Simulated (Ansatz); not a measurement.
Start from `[AlH2][SiH2]S` and change one atom or group to get `[AlH2][SiH3]`.

Ansatz, PBE0-D4/def2-TZVP geometries, multiplicity 1. Each molecule was computed in one conformer, which needn't be the lowest.

```
                                        property  `[AlH2][SiH2]S`
           HOMO energy (ωB97M-V/def2-TZVPP) / eV            -9.55
               HOMO energy (PBE/def2-TZVPP) / eV            -6.15
           LUMO energy (ωB97M-V/def2-TZVPP) / eV            -0.55
             HOMO–LUMO gap (PBE/def2-TZVPP) / eV             3.20
  size of the dipole moment (PBE/def2-TZVPP) / D             0.83
size of the dipole moment (B3LYP/def2-TZVPP) / D             0.88
```

Task: Give the same properties after the change, and the shifts. (Estimate.)

Result: The calculation gave: 
```csv
property,`[AlH2][SiH3]`,shift
HOMO energy (ωB97M-V/def2-TZVPP) / eV,-9.61,-0.06
HOMO energy (PBE/def2-TZVPP) / eV,-6.55,-0.40
LUMO energy (ωB97M-V/def2-TZVPP) / eV,-0.48,0.07
HOMO–LUMO gap (PBE/def2-TZVPP) / eV,3.66,0.46
size of the dipole moment (PBE/def2-TZVPP) / D,0.20,-0.63
size of the dipole moment (B3LYP/def2-TZVPP) / D,0.25,-0.63
```

With PBE0 the HOMO falls by 0.25 eV and the LUMO rises by 0.07 eV, so the gap widens by about 0.32 eV. PBE moves the HOMO by -0.40 eV and ωB97M-V by -0.06 eV. Dipoles are sizes alone; their direction can turn.

B3LYP here is the variant with VWN-RPA as its local correlation; programs differ in this.
